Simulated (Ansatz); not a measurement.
Relaxation of CH4AlCl (7 atoms, charge 0, multiplicity 1), to a largest force component of 0.03 eV/Å in at most 50 steps.

Level of theory: RKS B3LYP/def2-SVP in Ansatz 0.2.0.

```xyz
7
Properties=species:S:1:pos:R:3
Al -0.092 0.830 -0.998
C 1.459 -0.095 1.617
H 0.450 -0.520 1.723
H 2.129 -0.552 2.362
H 1.433 0.993 1.780
H 1.854 -0.304 0.606
Cl -1.794 -0.353 -0.309
```

Question: Where does it end, and by what steps?

Answer: It converged. The force dipped under the threshold on the way, but the program's further checks kept it going. After 15 steps the energy has fallen by 0.105 eV; Al1 moved furthest, 1.55 Å.

```tsv
step	energy less start (eV)	largest force component (eV/Å)	accepted
0	0.0000	0.296	yes
1	-0.0532	0.181	yes
2	-0.0788	0.140	yes
3	-0.0859	0.114	yes
4	-0.0924	0.109	yes
5	-0.0960	0.033	yes
6	-0.0901	0.320	no
7	-0.0979	0.051	yes
8	-0.0982	0.181	yes
9	-0.1001	0.050	yes
10	-0.1007	0.020	yes
11	-0.1022	0.017	yes
12	-0.1026	0.117	yes
13	-0.1038	0.039	yes
14	-0.1043	0.004	yes
15	-0.1050	0.029	yes
```

```xyz
7
Properties=species:S:1:pos:R:3
Al -1.265 0.956 -2.007
C 1.725 -0.130 1.832
H 0.733 -0.267 1.378
H 1.837 -0.816 2.685
H 1.832 0.907 2.182
H 2.505 -0.346 1.087
Cl -1.927 -0.303 -0.375
```

Whether the end is a true minimum wasn't checked by a vibrational analysis.

The run took 19 s on 1 thread of Intel(R) Xeon(R) 6975P-C (Granite Rapids), with other jobs on the host, peak memory 0.15 GiB.
